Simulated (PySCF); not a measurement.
Isomers of C4H4N2, one conformer each; single-point electronic energies without zero-point terms and without any empirical dispersion term.

All values: wB97X-D/pcSseg-2 (PySCF, non-relativistic), each on one gas-phase PBE0-D3(BJ)/def2-TZVP geometry that isn't relaxed in the solvent. The solvent is an IEF-PCM continuum (Bondi radii, 1.10 Å for H, scaled by 1.2). Specific hydrogen bonds and non-electrostatic terms are outside this model.

```json
{"isomer": "`c1cnccn1`", "relative energy, gas (kcal/mol)": "0.0", "dipole (D)": "0.00"}
{"isomer": "`N#CCCC#N`", "relative energy, gas (kcal/mol)": "7.9", "dipole (D)": "0.07"}
```

How do the relative energies look in chloroform (ε = 4.711)?

```json
{"isomer": "`c1cnccn1`", "relative energy, solvent (kcal/mol)": "0.0", "E(solvent) − E(gas) (kcal/mol)": "-3.8", "dipole in solvent (D)": "0.00"}
{"isomer": "`N#CCCC#N`", "relative energy, solvent (kcal/mol)": "3.0", "E(solvent) − E(gas) (kcal/mol)": "-8.7", "dipole in solvent (D)": "0.09"}
```

The order is unchanged. Conformers: `[N:1]#[C:2][CH2:3][CH2:4][C:5]#[N:6]` with C2–C3–C4–C5 -179°. `N#CCCC#N` gains most from the continuum, and it has the largest gas-phase dipole. The gains span 4.9 kcal/mol, the gas-phase energies 7.9 kcal/mol.
